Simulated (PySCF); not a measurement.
# HCl: magnetic properties

One table from this session's results is given with a row withheld; the runs are named, their logs left out.

Programs: PySCF 2.14.0, with routines of our own; each step states its level. All values are computed. Atoms count from 0.

## The system as given

2 atoms, charge 0, multiplicity 1; geometry from: GFN2-xTB.

The first run:

Job settings and geometry (Å):

```
{"job": {"xc": "PBE0", "basis": "def2-SVP", "d3": "d3bj", "grid": 1, "kind": "geom"}, "charge": 0, "multiplicity": 1}
Cl     0.639943    -0.002786    -0.002969
H     -0.637186     0.004054    -0.011180
```

Started as:

```console
> OMP_NUM_THREADS=1 python excited_run.py task.json out
```

The driver reads the jobs from task.json and runs them one after another.

Steps of the session up to this table: Geometry optimisation at PBE0-D3(BJ)/def2-SVP; Magnetic properties: GIAO HF/aug-pcSseg-2; Magnetic properties: GIAO LDA/aug-pcSseg-2; Magnetic properties: GIAO PBE/aug-pcSseg-2; Magnetic properties: GIAO BLYP/aug-pcSseg-2; Magnetic properties: GIAO BP86/aug-pcSseg-2; Magnetic properties: GIAO OPBE/aug-pcSseg-2; Magnetic properties: GIAO OLYP/aug-pcSseg-2; Magnetic properties: GIAO KT1/aug-pcSseg-2; Magnetic properties: GIAO KT2/aug-pcSseg-2; Magnetic properties: GIAO KT3/aug-pcSseg-2; Magnetic properties: GIAO B97-D/aug-pcSseg-2; Magnetic properties: GIAO HCTH407/aug-pcSseg-2.

One table of the session follows, with a row left open; its other results are not shown here.

```
                    level  gap (eV)
     GIAO HF/aug-pcSseg-2     13.70
    GIAO LDA/aug-pcSseg-2      6.93
    GIAO PBE/aug-pcSseg-2         ?
   GIAO BLYP/aug-pcSseg-2      6.67
   GIAO BP86/aug-pcSseg-2      6.98
   GIAO OPBE/aug-pcSseg-2      6.94
   GIAO OLYP/aug-pcSseg-2      6.61
    GIAO KT1/aug-pcSseg-2      6.94
    GIAO KT2/aug-pcSseg-2      7.03
    GIAO KT3/aug-pcSseg-2      6.86
  GIAO B97-D/aug-pcSseg-2      6.94
GIAO HCTH407/aug-pcSseg-2      6.93
```

**Question.** Estimate the row for GIAO PBE/aug-pcSseg-2.

**Answer.** gap (eV): 6.88. In the column «gap (eV)» it lies between GIAO KT3/aug-pcSseg-2 (6.86) and GIAO LDA/aug-pcSseg-2 (6.93).

Limits of these values: Vibrational averaging and real surroundings are missing from these values.
